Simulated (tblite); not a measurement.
Compound: C₄H₄ClF.
Cartesian coordinates in Å at the GFN2-xTB level; atoms count from 1:
```xyz
10
C4H4ClF angstrom
C      2.0958    0.0724    0.3904
C      0.8748    0.3264    0.0569
C     -0.3556    0.5810   -0.2754
C     -1.4310   -0.4501   -0.2705
F     -2.2069   -0.3521   -1.3823
Cl    -2.5085   -0.2072    1.1560
H      2.8330   -0.2243   -0.3379
H      2.4306    0.1583    1.4114
H     -0.6704    1.5765   -0.5551
H     -1.0529   -1.4762   -0.2160
```

Computed with GFN2-xTB (tblite): harmonic, unscaled wavenumbers at the GFN2-xTB geometry, gas phase. This tight-binding method is rough: wavenumbers can miss measured ones by several per cent, in bad cases by 10 to 20. One conformer, not necessarily the lowest.

Harmonic wavenumbers (cm⁻¹): 46.4, 145.8, 245.9, 313.5, 329.1, 415.7, 480.3, 559.2, 713.4, 842.5, 856.3, 953.8, 997.0, 1056.1, 1134.1, 1166.0, 1232.8, 1315.4, 1428.1, 2091.6, 2927.8, 3065.3, 3081.2, 3091.7.

A = 5130, B = 1608, C = 1295 MHz; mass 105.999 u (most abundant isotopes); point group C1, symmetry number 1.

Problem. What is the zero-point energy?

Solution. ½Σν̃ = 14244 cm⁻¹ = 170.40 kJ/mol.

Problem. What is S at 273.15 K and 1 bar for an ideal gas of classical rigid rotors and harmonic oscillators?

Solution. Translation 165.20, rotation 115.22, vibration 58.10: S = 338.5 J/(mol K).

Problem. And Cp and H(273.15 K) − H(0)?

Solution. Cp = 97.75 J/(mol K), of which vibrations give 64.49 (their classical limit is 24 R = 199.5); H(273.15 K) − H(0) = 17.68 kJ/mol without the zero-point energy, 8.59 from vibrations.

Problem. How do the functions run with temperature in this model?

Solution. 
| T (K) | S (J/(mol K)) | Cp (J/(mol K)) | H − H(0) (kJ/mol) | G − H(0) (kJ/mol) | ln q(vib) |
| --- | --- | --- | --- | --- | --- |
| 100 | 264.7 | 55.3 | 4.34 | -22.13 | 0.90 |
| 200 | 310.9 | 80.5 | 11.15 | -51.02 | 2.20 |
| 300 | 348.0 | 103.8 | 20.38 | -84.01 | 3.58 |
| 500 | 410.2 | 140.5 | 45.07 | -160.04 | 6.35 |
| 800 | 483.9 | 172.5 | 92.50 | -294.66 | 10.27 |
| 1000 | 524.0 | 185.9 | 128.41 | -395.54 | 12.66 |

q(vib) and H(0) count from the zero-point level.

Problem. What must be added to the electronic energy to get the Gibbs energy at 273.15 K and 1 bar?

Solution. ZPE + [H(273.15 K) − H(0)] − T·S = 170.40 + 17.68 − 92.47 = 95.61 kJ/mol.

Problem. Blend soft modes into free rotors: weight 1/[1 + (100 cm⁻¹/ν̃)⁴] for the oscillator and the rest for a rotor with moment μB/(μ + B), μ = h/(8π²ν), B = 10⁻⁴⁴ kg m². What vibrational entropy results?

Solution. 53.01 J/(mol K) in place of 58.10, which changes −T·S at 273.15 K by +1.39 kJ/mol.

Problem. Which modes carry the vibrational entropy at 273.15 K?

Solution. 46.4 cm⁻¹: 20.05; 145.8 cm⁻¹: 10.71; 245.9 cm⁻¹: 6.72; 313.5 cm⁻¹: 5.03; 329.1 cm⁻¹: 4.71; 415.7 cm⁻¹: 3.28 J/(mol K); the other 18 give 7.60 together.

Hindered rotation and anharmonicity are outside this model. Other conformers, if any are populated, would add a mixing term that is left out. The structure is chiral; the term R ln 2 for an equal mix with its mirror image is left out.

Run on x86-64 server, one thread (shared host). This covers the Hessian and the dipole derivatives.
